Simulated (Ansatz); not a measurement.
`C/C=N/CF` + H₂ → `C/C=N/C` + H–F at 500 K and 1 bar (hydrogenolysis of a C–F bond).

Gas-phase electronic energies from Ansatz, PBE0-D4/def2-TZVP geometries. CBS: MP2 limit from def2 TZ/QZ plus the TZ coupled-cluster correction, frozen cores. This one scheme is used for every species. Double bonds are as drawn, so ΔE can hold a change between cis and trans. Each species was taken in one conformer, which may not be the lowest.

```tsv
species	CCSD(T)/CBS energy (Eh)	H − E (kJ/mol)	S (J/(mol·K))
`C/C=N/CF`	-272.23199	274.5	371.1
H₂	-1.17544	41.0	145.5
`C/C=N/C`	-173.04842	289.3	344.7
H–F	-100.39570	39.4	188.7
```

H − E and S are ideal-gas, rigid-rotor, harmonic terms from PBE0-D4/def2-TZVP, for one conformer and one mirror image of each species. The MP2-based limit puts H₂ 0.8 mEh under its directly extrapolated value; such offsets cancel only in part. 1 Eh = 2625.50 kJ/mol, R = 8.31446 J/(mol·K).

Problem. By hand: ΔE, ΔH, ΔS and ΔG.

Solution. ΔE = (-173.04842) + (-100.39570) − (-272.23199) − (-1.17544) = -0.03669 Eh = -96.3 kJ/mol. Δ(H − E) = 289.3 + 39.4 − 274.5 − 41.0 = 13.2, so ΔH = -83.1 kJ/mol. ΔS = 344.7 + 188.7 − 371.1 − 145.5 = 16.8 J/(mol·K). ΔG = -83.1 − 500 × (16.8)/1000 = -91.5 kJ/mol.

Problem. By hand: the equilibrium constant, and the temperature at which ΔG would vanish if ΔH and ΔS stayed fixed.

Solution. log₁₀ K = −ΔG/(RT ln 10) = 9.6. ΔH and −TΔS have one sign here, so there is no such temperature.

ΔH outweighs TΔS. A doubt of 5 kJ/mol in ΔE shifts log₁₀ K by 0.5 here. Other conformers and mirror images would add mixing entropy, several J/(mol·K) or more a flexible species. These are equilibria of isolated gas molecules and say nothing of rates. Largest T1 diagnostic: 0.012 (customary marks: 0.02 for closed shells, 0.045 for open ones).
